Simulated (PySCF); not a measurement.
Can point charges reproduce the dipole moment of `FBF` (difluoroborane)?

Coordinates (PBE0-D3(BJ)/def2-SVP, Å) and charges (e) from the PBE0/pcSseg-1 density (PySCF):

| atom | x | y | z | Mulliken | IAO | Hirshfeld | ESP-fitted |
| --- | --- | --- | --- | --- | --- | --- | --- |
| F1 | -0.642 | -1.118 | -0.008 | -0.2856 | -0.3060 | -0.1337 | -0.2829 |
| B2 | 0.043 | 0.002 | -0.012 | +0.6557 | +0.6320 | +0.3087 | +0.7181 |
| F3 | -0.625 | 1.132 | 0.003 | -0.2856 | -0.3060 | -0.1337 | -0.2832 |
| H4 | 1.245 | -0.006 | -0.028 | -0.0844 | -0.0200 | -0.0410 | -0.1520 |

Problem. What dipole does each set of charges give (1 e·Å = 4.803 D), and what does the density give?

Solution. The full density gives (0.91, -0.01, -0.01) D, 0.91 D in size; dipole vectors point from the negative to the positive end.

```
    scheme    μx     μy     μz  size (D)  share of the full size (%)  angle to the full dipole (°)
  Mulliken  1.37  -0.01  -0.02      1.37                         150                             0
       IAO  1.87  -0.01  -0.03      1.87                         205                             0
 Hirshfeld  0.63   0.00  -0.01      0.63                          69                             0
ESP-fitted  0.96  -0.01  -0.01      0.96                         105                             0
```

Problem. Which set comes closest?

Solution. Length of the difference vector: ESP-fitted 0.05 D, Hirshfeld 0.28 D, Mulliken 0.46 D, IAO 0.96 D. Closest: ESP-fitted. ESP charges are fitted to the potential around the molecule, whose slowest-falling term is the dipole's. 

Problem. What is left for the Hirshfeld atoms' own dipoles?

Solution. The Hirshfeld atoms' densities add up to the full density, so μ = Σ q r + Σ (atomic dipoles). The atomic dipoles sum to (0.91, -0.01, -0.01) − (0.63, 0.00, -0.01) = (0.28, -0.01, 0.00) D, 0.28 D in size.

Problem. With the origin at the mean of the coordinates, (0.005, 0.002, -0.011) Å, which are the largest single terms, by size, of the IAO dipole along the direction of the full one?

Solution. F1 +0.94, F3 +0.94, H4 -0.12, B2 +0.11 D; all 4 atoms together +1.87 D. The single terms depend on the origin, their sum doesn't.

Problem. Give the size of the full dipole in other units.

Solution. 0.91 D = 0.359 au = 0.190 e·Å = 3.04 × 10⁻³⁰ C·m.

Geometry: PBE0-D3(BJ)/def2-SVP; no solvent, vibrations or thermal averaging.
